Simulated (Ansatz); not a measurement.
**Relative stability**

Two relaxed structures of CH2FMg (charge -1), singlet (PBE0-D4/def2-TZVPD; forces vanish, vibrations not checked).

A:

F1  (-2.448, 0.740, 0.712)
C2  (-1.480, 0.335, -0.240)
Mg3  (0.532, 0.462, 0.039)
H4  (-1.966, -0.471, -0.815)
H5  (2.097, 1.211, -0.301)
(Å)

B:

F1  (0.317, -0.782, 1.898)
C2  (-0.023, -0.804, 0.494)
Mg3  (0.403, 1.116, -0.599)
H4  (-1.089, -1.100, 0.468)
H5  (0.525, -1.675, 0.087)
(Å)

Program: Ansatz 0.2.0. Basis: def2-TZVPPD. Cores are frozen in the correlated methods. The outer core shell of Li, Na, Mg and K is correlated. The def2 sets are not built for correlating such inner shells, so the correlated values are less sure here. B3LYP uses VWN-RPA correlation.

Task: Which structure is lower at CCSD(T), and by how much? (Judge from chemistry; the value comes from the calculation.)

Result: The calculation gives: B, by 159.3 kJ/mol (electronic energy, against the other). By their contacts, A is CH₂FMg ([F][CH][MgH]), total charge -1 and B is CH₂FMg ([F][CH2][Mg]), total charge -1.

All methods give the same order:

```json
{"method": "PBE-D4", "E(B) − E(A) (kJ/mol)": "-149.2"}
{"method": "r2SCAN-D4", "E(B) − E(A) (kJ/mol)": "-148.5"}
{"method": "PBE0-D4", "E(B) − E(A) (kJ/mol)": "-172.4"}
{"method": "B3LYP-D4", "E(B) − E(A) (kJ/mol)": "-159.5"}
{"method": "wB97M-V", "E(B) − E(A) (kJ/mol)": "-168.3"}
{"method": "HF", "E(B) − E(A) (kJ/mol)": "-216.6"}
{"method": "MP2", "E(B) − E(A) (kJ/mol)": "-158.2"}
{"method": "CCSD", "E(B) − E(A) (kJ/mol)": "-173.6"}
{"method": "CCSD(T)", "E(B) − E(A) (kJ/mol)": "-159.3"}
```

No T1 diagnostic of these runs exceeds 0.018. The restricted Hartree–Fock reference is unstable towards an unrestricted one at one or more of these structures.

Labels in which every atom is bracketed show which atoms are joined, not bond orders.

For scale, one of the runs: CCSD(T)/def2-TZVPPD, 146 basis functions, launched by `ansatz run in.yaml --threads 2 --pin off --events-out ev --progress --plain --max-ram 4352MiB`. Time: 29 s of wall clock on 2 CPU threads of an Arm Neoverse V1; the host was shared. Peak host memory: 1.1 GiB.
